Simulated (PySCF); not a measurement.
**AlSi: a composite coupled-cluster curve**

Aim: bond length, wavenumber and bond energy of AlSi near the limit of CCSD(T), built from two basis sets and any small corrections listed.

Computed with PySCF 2.14.0. Level: CCSD(T) on ROHF, no relativity in the base curves; scalar relativity is added as a correction.

## (1) Set-up

```yaml
molecule: AlSi
state: quartet, unpaired electrons σ ↑, π ↑↑
smaller_basis: Al cc-pV(T+d)Z, Si cc-pV(T+d)Z
larger_basis: Al cc-pV(Q+d)Z, Si cc-pV(Q+d)Z
frozen_core_orbitals: 10
extrapolation: correlation as n⁻³ (n = 3, 4), Hartree–Fock as (n+1)·exp(−9√n)
corrections: core–valence correlation, scalar relativity
distances_Å: 2.1369, 2.2341, 2.3312, 2.4283, 2.5255, 2.6469, 2.7683
masses_u: 26.9815, 27.9769
dissociation_limit: Al + Si
```

On the command line:

```bash
OMP_NUM_THREADS=4 python comp.py task.json out
```

## (2) Coupled cluster at each distance

Q: Predict the outcome of this session. Wanted: for each run, Re; ωe; ωexe; αe; De.

The runs gave:

| level | Re (Å) | ωe (cm⁻¹) | ωexe (cm⁻¹) | αe (cm⁻¹) | De (eV) |
| --- | --- | --- | --- | --- | --- |
| CCSD(T)/cc-pVTZ(-PP) | 2.4278 | 382.4 | 1.79 | 0.00142 | 2.439 |
| CCSD(T)/cc-pVQZ(-PP) | 2.4179 | 384.4 | 1.86 | 0.00146 | 2.505 |
| HF/CBS | 2.4778 | 345.5 | 1.65 | 0.00138 | 1.826 |
| MP2/CBS | 2.4047 | 379.3 | 1.39 | 0.00141 | 2.558 |
| CCSD/CBS | 2.4166 | 381.8 | 1.84 | 0.00148 | 2.388 |
| CCSD(T)/CBS | 2.4114 | 387.1 | 1.90 | 0.00148 | 2.553 |
| CCSD(T)/CBS+CV | 2.4035 | 387.8 | 1.92 | 0.00150 | 2.559 |
| CCSD(T)/CBS+CV+SR | 2.4033 | 387.0 | 1.91 | 0.00150 | 2.553 |

What this shows: The last step gives Re = 2.4033 Å, ωe = 387.0 cm⁻¹ and De = 2.553 eV; the smaller basis alone is off from it by +24.5 mÅ and -0.11 eV. Near the minimum the mean field binds by 1.82 eV and correlation adds 0.73 eV of binding. T1 is 0.038. Spin–orbit coupling and excitations beyond (T) are left out.
